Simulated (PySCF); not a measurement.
1,1-difluoroethane, C2H4F2.
Bonds: C1–C2, C2–F3, C2–F4. Hydrogens: H5, H6, H7 on C1; H8 on C2.

Computed by this run: PySCF, PBE0-D3(BJ)/def2-SVP geometry optimisation, gas phase; density fitting, grid level 1; the optimiser is geomeTRIC in internal coordinates, started from a GFN2-xTB structure with every atom displaced at random (about 0.01 Å).

The end geometry, which sets the zero of energy:
```
atom  x, y, z in Å
C1     -0.6781   -0.1254   -0.3647
C2      0.6071    0.0817    0.3812
F3      1.6159   -0.5786   -0.2351
F4      0.9326    1.3960    0.3997
H5     -0.5624    0.2454   -1.3931
H6     -0.9308   -1.1941   -0.3948
H7     -1.4949    0.4220    0.1249
H8      0.5653   -0.2696    1.4284
```

Question: These geometries come from the run, each turned onto the end geometry. Order them by energy, lowest first.
A.
```
atom  x, y, z in Å
C1     -0.6773   -0.1280   -0.3659
C2      0.6095    0.0787    0.3803
F3      1.6342   -0.5090   -0.2803
F4      0.8916    1.4010    0.4712
H5     -0.5354    0.1578   -1.4184
H6     -0.9872   -1.1801   -0.3207
H7     -1.4701    0.4926    0.0743
H8      0.5894   -0.3359    1.4060
```
B.
```
atom  x, y, z in Å
C1     -0.6796   -0.1276   -0.3597
C2      0.6059    0.0814    0.3824
F3      1.6196   -0.5557   -0.2562
F4      0.9106    1.3989    0.4268
H5     -0.5454    0.2104   -1.3976
H6     -0.9512   -1.1916   -0.3722
H7     -1.4872    0.4554    0.1021
H8      0.5820   -0.2938    1.4209
```
C.
```
atom  x, y, z in Å
C1     -0.6774   -0.1533   -0.3691
C2      0.5898    0.0791    0.3813
F3      1.6077   -0.5615   -0.2349
F4      0.9664    1.3976    0.4174
H5     -0.5767    0.2385   -1.4024
H6     -0.9380   -1.1806   -0.4016
H7     -1.4894    0.4146    0.1204
H8      0.5723   -0.2571    1.4356
```

Answer: B (0.002 eV), A (0.008 eV), C (0.065 eV).

In the order of the answer:

```json
{"step": "5", "E above end (eV)": "0.002", "largest force (eV/Å)": "0.13", "rms force component (eV/Å)": "0.046", "rms distance from end (Å)": "0.030", "rms bond change (Å)": "0.001", "bond most changed (Å)": "C2–F3 +0.003"}
{"step": "3", "E above end (eV)": "0.008", "largest force (eV/Å)": "0.06", "rms force component (eV/Å)": "0.025", "rms distance from end (Å)": "0.075", "rms bond change (Å)": "0.001", "bond most changed (Å)": "C1–C2 +0.001"}
{"step": "0", "E above end (eV)": "0.065", "largest force (eV/Å)": "2.17", "rms force component (eV/Å)": "0.609", "rms distance from end (Å)": "0.022", "rms bond change (Å)": "0.017", "bond most changed (Å)": "C1–H6 -0.038"}
```

What follows is the cost of the whole optimisation. On one thread, Arm Neoverse V1 (aarch64), shared host with 64 logical CPUs at a one-minute load of 85, this took 13 s and 0.32 GiB of memory at its peak.
